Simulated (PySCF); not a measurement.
C₅H₉ (doublet state).
Atom-mapped SMILES: `[CH2:1][CH:2]1[CH2:3][CH2:4][CH2:5]1` (hydrogens: H6, H7 on C1; H8 on C2; H9, H10 on C3; H11, H12 on C4; H13, H14 on C5)

Method used: PySCF, PBE0-D3(BJ)/def2-SVP geometry optimisation, gas phase.

Problem. What internal coordinates does the optimisation give?

Solution. 
```
          bond  length (bohr)   order
         C1–C2          2.784  single
  C2–C3, C2–C5          2.943  single
  C3–C4, C4–C5          2.905  single
  C1–H6, C1–H7          2.066  single
         C2–H8          2.083  single
 C3–H9, C5–H13          2.082  single
C3–H10, C5–H14          2.080  single
        C4–H11          2.081  single
        C4–H12          2.079  single
```

Bonds in one row agree within 0.02 bohr and their mean is given. Orders are formal, as drawn. A selection of angles:
```
     angle  degrees
  C2–C1–H6    122.4
  C2–C1–H7    119.7
  H6–C1–H7    117.8
  C1–C2–C3    119.8
  C1–C2–H8    110.4
  C3–C2–C5     86.8
  C3–C2–H8    109.0
  C2–C3–C4     89.0
  C2–C3–H9    110.3
 C2–C3–H10    117.5
  C4–C3–H9    111.5
 C4–C3–H10    119.0
 H9–C3–H10    108.4
  C3–C4–C5     88.2
 C3–C4–H11    111.6
 C3–C4–H12    118.1
H11–C4–H12    108.3
H13–C5–H14    108.5
```

Dihedral angles: C1–C2–C3–C4 -143° (anticlinal); C2–C3–C4–C5 20° (synperiplanar); C3–C4–C5–C2 -20° (synperiplanar); C1–C2–C5–C4 143° (anticlinal). The mirror-image conformer, all signs reversed, is as good.

The 5 C–C bonds span 1.473 Å (C1–C2, drawn single) to 1.560 Å (C2–C5, drawn single), a spread of 0.087 Å. The 4-membered ring C2–C3–C4–C5 has internal angles of 86.8° to 89.0° (sum 353°, against 360° for a flat polygon); it is puckered, 0.14 Å rms from its mean plane, widest ring torsion 20°. C1 (carbon bonded to C and 2 H) is planar (angles 122.4°, 119.7° and 117.8°, sum 359.9°, 0.02 Å off the plane of its three neighbours).

Point group: near Cs, missed by 0.21 Å at most; the miss may be what the optimiser left on a soft mode. Not checked by PBE0-D3(BJ)/def2-SVP frequencies. ⟨S²⟩ = 0.755 (exact for a doublet: 0.75). Torsions: H–C1–C2–C3 -135° and 48°, C1–C2–C3–C4 -143°, C2–C3–C4–C5 20°, C3–C4–C5–C2 -20°, C1–C2–C5–C4 143°.

On an Arm Neoverse N1 with one thread, no GPU, on a shared host, this took 98 s. That covers the optimisation of the geometry.
